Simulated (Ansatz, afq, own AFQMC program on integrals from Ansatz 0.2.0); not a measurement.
**Atomization energy of GeH₂, triplet, worked out**

```xyz
3

Ge    0.0000   -0.0208    0.0000
H     0.0000    0.7490   -1.3344
H     0.0000    0.7490    1.3344
```

Basis aug-cc-pVDZ. Noble-gas cores (and the filled d shells of Ga–Kr and In–Xe) are frozen. AFQMC by an in-house program on the Cholesky factors that Ansatz 0.2.0 writes for its CCSD(T) run. The CISD trial takes its coefficients from CCSD amplitudes. Released means that phaseless walkers are propagated on without the constraint, phases kept. Uncertainties: one standard error, sampling alone. No spin–orbit coupling.

Total energies in eV. CBS is CCSD(T) at the limit of def2-TZVPP/QZVPP (extrapolated itself); the highest rung of each member is named.

Cautions: inner d shell frozen; no relativity below Rb; no spin-orbit coupling; GeH₂ (triplet): lower spins were not checked.

| member | count | CCSD(T)/aug-cc-pVDZ | highest rung in aug-cc-pVDZ | which | CCSD(T)/CBS |
| --- | --- | --- | --- | --- | --- |
| Ge (triplet) | +1 | -56473.1929 | -56473.2032 | FCI | -56475.5964 |
| H (doublet) | +2 | -13.5876 | -13.5876 | FCI | -13.6059 |
| GeH₂, triplet | -1 | -56505.1663 | -56505.1849 | CCSDT(Q) | -56507.9407 |

**Question.** Work out the best estimate of the atomization energy: the CCSD(T)/CBS difference plus the step from CCSD(T) to the highest rung.

**Answer.** Sums with the counts: CCSD(T)/CBS 5.1325 eV, highest rung 4.8065 eV, CCSD(T)/aug-cc-pVDZ 4.7982 eV. The step is 4.8065 − 4.7982 = 0.0083 eV, so the best estimate is 5.1325 + (0.0083) = 5.1408 eV. The basis set is worth 0.334 eV of it. Zero-point, core-correlation and spin–orbit terms aren't in it. Past Ne the Hartree–Fock part of each CBS total tends to overshoot, since the cores don't follow the formula; that largely cancels in the difference.

Best estimates are given only where the step beyond CCSD(T) is under 0.3 eV and no member's determinant is very poor (T1 over 0.05, or 0.07 for open shells, ⟨S²⟩ too high by 0.3, two states mixed), so the hardest cases are missing from such tables.

CCSDT and higher add their correlation energy to the determinant of the CCSD(T) run, since their own runs factorise the integrals more tightly (a shift of under 2 meV). Each member of a difference takes its own highest rung, so a best estimate needn't equal the limit plus the step of one row.
